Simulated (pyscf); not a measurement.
## Four-centre exchange: H₂B–OH + ammonia (NH₃) -> H₂B–NH₂ + water (H₂O)

Gas phase, singlet surface, charge 0. Bonds broken: B1–O2, N6–H7. Bonds formed: B1–N6, O2–H7. PySCF, gas phase, ωB97X-D3(BJ)/def2-SVP geometries. MP2 and CC: frozen core, UHF for open shells. ΔMP2 is the change of the MP2 total energy from the triple- to the quadruple-zeta basis.

Transition state (Å):

```xyz
9

B     -1.0803    -0.3707    -0.2514
O     -0.1582    -0.4678     1.0775
H     -0.9545    -1.3870    -0.9036
H     -2.2116    -0.0347     0.0608
H     -0.6469    -0.1956     1.8641
N     -0.2065     0.8321    -0.7698
H      0.2345     0.4470     0.4560
H      0.3789     0.6520    -1.5822
H     -0.6777     1.7260    -0.8854
```

One imaginary mode, 1234i cm⁻¹; descent along it reached the two sides named, in the forms told below.

| bond | change | reactant side (Å) | saddle | product side |
|---|---|---|---|---|
| B1–O2 | breaks | 1.433 | 1.620 | 2.9 |
| N6–H7 | breaks | 1.022 | 1.358 | 2.357 |
| B1–N6 | forms | 1.708 | 1.574 | 1.402 |
| O2–H7 | forms | 2.7 | 1.174 | 0.966 |

Electronic energies relative to the separated reactants (kcal/mol):

| level | barrier | reaction energy | reverse barrier |
|---|---|---|---|
| ωB97X-D3(BJ)/def2-TZVP | 11.6 | +0.1 | 11.5 |
| PBE/def2-TZVP | 6.8 | -0.5 | 7.3 |
| r²SCAN/def2-TZVP | 8.6 | +0.1 | 8.5 |
| B3LYP-D3(BJ)/def2-TZVP | 12.7 | -0.1 | 12.8 |
| PBE0-D3(BJ)/def2-TZVP | 7.6 | -0.7 | 8.3 |
| M06-2X/def2-TZVP | 10.2 | +0.1 | 10.1 |
| ωB97M-D3(BJ)/def2-TZVP | 11.4 | -0.1 | 11.5 |
| HF/def2-TZVP | 29.7 | +1.7 | 28.0 |
| MP2/def2-QZVPP | 11.1 | -1.0 | 12.1 |
| CCSD/def2-TZVPP | 15.0 | -0.2 | 15.3 |
| CCSD(T)/def2-TZVPP | 12.6 | -0.3 | 12.9 |
| CCSD(T)/def2-TZVPP + ΔMP2(QZVPP) | 13.1 | -0.7 | 13.8 |

With CCSD(T)/def2-TZVPP + ΔMP2(QZVPP) energies and thermal terms (ideal gas, 1 atm, RRHO with modes under 100 cm⁻¹ raised to 100, one conformer, R ln 2 for rigid chiral ones), in kcal/mol:

```json
[
 {"T (K)": "298", "ΔH‡": "12.3", "ΔG‡": "23.1", "ΔH": "-0.9", "ΔG": "-0.5"},
 {"T (K)": "600", "ΔH‡": "12.3", "ΔG‡": "34.2", "ΔH": "-0.7", "ΔG": "-0.2"},
 {"T (K)": "900", "ΔH‡": "12.9", "ΔG‡": "45.0", "ΔH": "-0.5", "ΔG": "-0.1"},
 {"T (K)": "1200", "ΔH‡": "13.7", "ΔG‡": "55.6", "ΔH": "-0.4", "ΔG": "+0.1"}
]
```

On the reactant side the descent ends in an adduct with a B–N contact, 13.1 kcal/mol under the separated species and 24.7 kcal/mol under the saddle at ωB97X-D3(BJ)/def2-TZVP. What is counted as formed (B–N) is already present as a longer contact in the reactant adduct; forming that adduct is a step of its own. The products may also form a dative adduct at H₂B–NH₂; it and routes through it were not searched. One saddle was located; it need not be the lowest between these sides. The CCSD(T) − MP2 part came from Ansatz, without density fitting, on the same reference.
